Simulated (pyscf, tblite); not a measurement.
H₃Ge–AsH₂ → H₂Ge=AsH + hydrogen (H₂): energy along the mass-weighted descent from the GFN2-xTB saddle (tblite), relative to the relaxed reactant side.

```tsv
s (amu^1/2 bohr)	E (kcal/mol)
-4.70	0.4
-4.59	0.4
-3.96	1.4
-3.00	6.3
-1.92	21.4
-0.960	45.3
0.000	62.9
1.08	49.9
2.04	41.7
2.94	38.5
3.17	38.2
3.39	37.9
3.57	37.7
3.71	37.6
3.83	37.5
3.94	37.4
4.03	37.4
4.12	37.3
4.20	37.3
4.27	37.3
4.33	37.2
```

Problem. The GFN2-xTB barrier from the reactant side is 2.73 eV. What does ωB97X-D3(BJ) (PySCF) give from its own reactant-side minimum, in def2-SVP and in def2-TZVP?

Solution. 3.07 eV in the double-zeta basis after reoptimising the saddle, and 3.00 eV in the triple-zeta single point, so the tight-binding barrier lies 0.27 eV under the latter. The imaginary mode goes from 1430i to 1510i cm⁻¹.
